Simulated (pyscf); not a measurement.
Thermochemistry of product channels of F–Al(F)–F + hydrogen chloride (HCl) on the singlet surface, in kJ/mol, from CCSD(T)/def2-TZVPP + ΔMP2(QZVPP) energies (ideal gas, 1 atm, RRHO with modes under 100 cm⁻¹ raised to 100, one conformer, R ln 2 for rigid chiral ones). Single points on ωB97X-D3(BJ)/def2-SVP structures (PySCF, gas phase). MP2 and CC: frozen core, UHF for open shells. ΔMP2 is the change of the MP2 total energy from the triple- to the quadruple-zeta basis.

```tsv
products	ΔE	ΔH(298 K)	ΔG(298 K)	ΔG(900 K)
hydrogen fluoride (HF) + F–Al(F)–Cl	+21.2	+25.9	+23.6	+18.2
F–Cl + F–AlH–F	+474.3	+470.2	+464.9	+455.2
```

These are energies of the channels, which say nothing of barriers. The CCSD(T) − MP2 part came from Ansatz, without density fitting, on the same reference.
